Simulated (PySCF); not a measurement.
## Bonding in `BP[SiH3]`

Compound: BH₆PSi.
Numbering: `[BH2:1][PH:2][SiH3:3]` (hydrogens: H4, H5 on B1; H6 on P2; H7, H8, H9 on Si3)

Cartesian coordinates in Å at the PBE0-D3(BJ)/def2-SVP level; atoms count from 1:
```
atom  x, y, z in Å
B1     1.777   -0.366   -0.299
P2     0.600    0.773    0.560
Si3   -1.475    0.178   -0.046
H4     1.596   -0.601   -1.469
H5     2.777   -0.743    0.262
H6     0.680    0.497    1.950
H7    -1.851   -1.197    0.399
H8    -1.494    0.251   -1.535
H9    -2.449    1.151    0.528
```

Bond orders from the PBE0/pcSseg-1 density (PySCF). Isolated species at its PBE0-D3(BJ)/def2-SVP geometry (one conformer only).

Problem. Where do the orders between heavy atoms depart from those drawn in the SMILES?

Solution. The largest departure is 0.254, at B1–P2 (drawn single, 1.254). Drawn single, order above 1.12: B1–P2 (1.254).

Problem. Set the Mayer orders of the bonds beside their lengths.

Solution. 
| bond | drawn as | length (Å) | Mayer order |
| --- | --- | --- | --- |
| B1–P2 | single | 1.850 | 1.254 |
| P2–Si3 | single | 2.242 | 0.926 |
| B1–H4 | single | 1.207 | 0.973 |
| B1–H5 | single | 1.207 | 0.986 |
| P2–H6 | single | 1.419 | 0.917 |
| Si3–H7 | single | 1.494 | 0.917 |
| Si3–H8 | single | 1.491 | 0.937 |
| Si3–H9 | single | 1.492 | 0.934 |

Problem. Sum the orders of all bonds at each heavy atom with more than one neighbour and set the sums beside the valence in the SMILES.

Solution. B1 3.213 (drawn 3), P2 3.097 (drawn 3), Si3 3.714 (drawn 4). Orders between atoms that aren't bonded are not in these sums.

The Mayer order sums products of elements of PS (density times overlap matrix) between the two atoms' basis functions, so it depends on the basis set.
